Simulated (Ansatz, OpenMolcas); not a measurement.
**P2H2 (phosphanylidenephosphane): methods side by side**

P2H2: 4 atoms, total charge 0, spin state singlet. SMILES: `[H]/P=P/[H]`. Geometry: relaxed at GFN2-xTB.

```xyz
4

P    -0.0244   -1.0036    0.0883
P     0.0244    1.0035   -0.0883
H     1.0373   -1.0676    1.0033
H    -1.0373    1.0677   -1.0034
```

Quantity: the energy change with the P2–H4 bond stretched from 1.403 to 1.754 Å, in eV. The values are calculated.

```json
{"level": "SVWN5/STO-3G (restricted)", "kind": "LDA", "program": "Ansatz", "value (eV)": "0.88", "less FCI/STO-3G": "-0.01", "CPU time (all runs)": "1.1 s"}
{"level": "BLYP/STO-3G (restricted)", "kind": "GGA", "program": "Ansatz", "value (eV)": "0.77", "less FCI/STO-3G": "-0.12", "CPU time (all runs)": "1.6 s"}
{"level": "BHLYP/STO-3G (restricted)", "kind": "global hybrid", "program": "Ansatz", "value (eV)": "1.14", "less FCI/STO-3G": "+0.25", "CPU time (all runs)": "1.6 s"}
{"level": "r2SCAN0/STO-3G (restricted)", "kind": "hybrid meta-GGA", "program": "Ansatz", "value (eV)": "1.06", "less FCI/STO-3G": "+0.17", "CPU time (all runs)": "4.1 s"}
{"level": "B2PLYP/STO-3G (restricted)", "kind": "double hybrid", "program": "OpenMolcas", "value (eV)": "1.00", "less FCI/STO-3G": "+0.11", "CPU time (all runs)": "5 s"}
{"level": "CCSD(T)/STO-3G (restricted)", "kind": "coupled cluster or CI", "program": "Ansatz", "value (eV)": "0.89", "less FCI/STO-3G": "0.00", "CPU time (all runs)": "0.3 s"}
{"level": "CCSD/STO-3G (restricted)", "kind": "coupled cluster or CI", "program": "Ansatz", "value (eV)": "0.90", "less FCI/STO-3G": "+0.01", "CPU time (all runs)": "0.27 s"}
{"level": "CISD/STO-3G (restricted)", "kind": "coupled cluster or CI", "program": "OpenMolcas", "value (eV)": "1.00", "less FCI/STO-3G": "+0.11", "CPU time (all runs)": "2.7 s"}
{"level": "FCI/STO-3G", "kind": "exact in the basis", "program": "OpenMolcas", "value (eV)": "0.89", "less FCI/STO-3G": "0.00", "CPU time (all runs)": "6.6 s"}
```

FCI/STO-3G is exact within its basis and frozen core, so for wave-function methods in that basis the difference is their error; functionals converge differently with the basis, so for them it is only a difference. The first shape isn't each level's own minimum. The values span 0.77 to 1.14 eV. All rows use very small basis sets, so none should be taken for the real molecule's value. Times are those of the runs behind each value, whatever else they computed, on shared processors of several kinds: orders of magnitude only.
